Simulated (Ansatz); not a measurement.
# What a trial cell of LiGe2P3 relaxes into

These are results of DFT PBE, scalar-relativistic, plane waves, PAW (Ansatz 0.2.0), not measurements. Cutoff 420 eV, Γ-centred k mesh, Gaussian smearing, no spin polarisation in the final step.

The start puts LiGe2P3 on the sites of a reported Ti2CuSb3 cell (P-4m2, No. 115), with Li in place of Cu, Ge in place of Ti, P in place of Sb, at a guessed volume.

```yaml
crystal:
  lattice:
    - [3.61469, 0.00000, 0.00000]
    - [0.00000, 3.61469, 0.00000]
    - [0.00000, 0.00000, 7.96349]
  atoms:
    - { symbol: Li, position: [0.00000, 0.00000, 0.00000] }
    - { symbol: Ge, position: [0.00000, 0.50000, 0.73150] }
    - { symbol: Ge, position: [0.50000, 0.00000, 0.26850] }
    - { symbol: P, position: [0.00000, 0.50000, 0.38350] }
    - { symbol: P, position: [0.50000, 0.00000, 0.61650] }
    - { symbol: P, position: [0.50000, 0.50000, 0.00000] }
```

Steps on the 6×6×2 mesh (6 atoms). 7 of 7 steps are shown, and the free energy counts from the last. Trial steps that were taken back and renewals of the plane-wave basis can be among the rows.

```csv
step,ΔF (meV/atom),V (Å³/atom),P (GPa),largest force component (eV/Å)
1,143.6,17.34,-3.64,0.591
2,94.2,16.30,0.04,0.565
3,48.0,15.84,3.02,0.484
4,13.3,16.35,0.34,0.371
5,1.2,16.36,0.33,0.047
6,0.0,16.42,-0.06,0.024
7,0.0,16.42,-0.05,0.024
```

Steps on the 4×4×4 mesh (6 atoms). 4 of 4 steps are shown, and the free energy counts from the last.

```json
{"step": "1", "ΔF (meV/atom)": "5.0", "V (Å³/atom)": "16.42", "P (GPa)": "0.10", "largest force component (eV/Å)": "0.166"}
{"step": "2", "ΔF (meV/atom)": "2.0", "V (Å³/atom)": "16.39", "P (GPa)": "0.17", "largest force component (eV/Å)": "0.091"}
{"step": "3", "ΔF (meV/atom)": "0.0", "V (Å³/atom)": "16.48", "P (GPa)": "0.15", "largest force component (eV/Å)": "0.028"}
{"step": "4", "ΔF (meV/atom)": "0.0", "V (Å³/atom)": "16.48", "P (GPa)": "0.15", "largest force component (eV/Å)": "0.028"}
```

Steps on the 10×10×6 mesh (6 atoms). 6 of 8 steps are shown, and the free energy counts from the last.

| step | ΔF (meV/atom) | V (Å³/atom) | P (GPa) | largest force component (eV/Å) |
| --- | --- | --- | --- | --- |
| 1 | 4.6 | 16.48 | 0.38 | 0.082 |
| 2 | 2.6 | 16.61 | -0.20 | 0.039 |
| 3 | 1.2 | 16.54 | -0.04 | 0.061 |
| 4 | 0.8 | 16.42 | 0.49 | 0.109 |
| 5 | 0.1 | 16.57 | -0.24 | 0.017 |
| 8 | 0.0 | 16.51 | 0.00 | 0.001 |

A final relaxation ran on a 10×10×6 mesh. The relaxed crystal, P-4m2 (No. 115):

Space group P-4m2 (No. 115). a = 3.697 Å, b = 3.697 Å, c = 7.247 Å, α = 90.00°, β = 90.00°, γ = 90.00°
```json
{"atom": "Li", "site": "1a", "symmetry": "-4m2", "x": "0.0000", "y": "0.0000", "z": "0.0000"}
{"atom": "Ge", "site": "2g", "symmetry": "2mm.", "x": "0.0000", "y": "0.5000", "z": "0.6638"}
{"atom": "P", "site": "2g", "symmetry": "2mm.", "x": "0.0000", "y": "0.5000", "z": "0.2950"}
{"atom": "P", "site": "1b", "symmetry": "-4m2", "x": "0.5000", "y": "0.5000", "z": "0.0000"}
```

For LiGe2P3, the volume per atom is 16.51 Å³. The density is 4.11 g/cm³ and the energy over the elements is 0.15 eV/atom. The gap on the 10×10×6 mesh is 0 eV (a metal).

The zero of energy is the elements' standard structures at the same level; no fitted shifts are applied.

The final run used a 10×10×6 mesh on its 6-atom cell and 0.10 eV smearing. For metals, differences of a few meV/atom aren't resolved.

A structure relaxed within its symmetry needn't be a true minimum.

Cost: 4 runs of about 2.3 core-minutes in all, on Intel Xeon 6975P-C (Granite Rapids) (shared hosts).